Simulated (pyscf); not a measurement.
Optimised with ωB97X-D3(BJ)/def2-SVP in PySCF. MP2 and CC: frozen core, UHF for open shells. ΔMP2 is the change of the MP2 total energy from the triple- to the quadruple-zeta basis.

Question: As≡As (SMILES [As]#[As]) + H₂O (SMILES O) → HO–As=AsH (SMILES O[As]=[AsH])
Surface: singlet. Broken: H–O. Formed: As–O, As–H. Give ΔE‡ and ΔE from CCSD(T)/def2-TZVPP + ΔMP2(QZVPP), relative to the separated reactants.

Answer: ΔE‡ = 34.6 kcal/mol, ΔE = +5.8 kcal/mol. Zero-point energy shifts the barrier by -1.6 kcal/mol. It is an addition across a multiple bond or ene-type step, with an imaginary mode of 1558i cm⁻¹. This is the saddle that the search found; another between the same sides may lie lower. The CCSD(T) − MP2 part came from Ansatz, without density fitting, on the same reference. The frozen core leaves the outer d or s,p core shells of the metals and heavy elements correlated in the MP2 and CC values, and def2-TZVPP describes them poorly, which can shift differences by a few kcal/mol. Elements up to Kr have no core potential and no relativistic terms here.
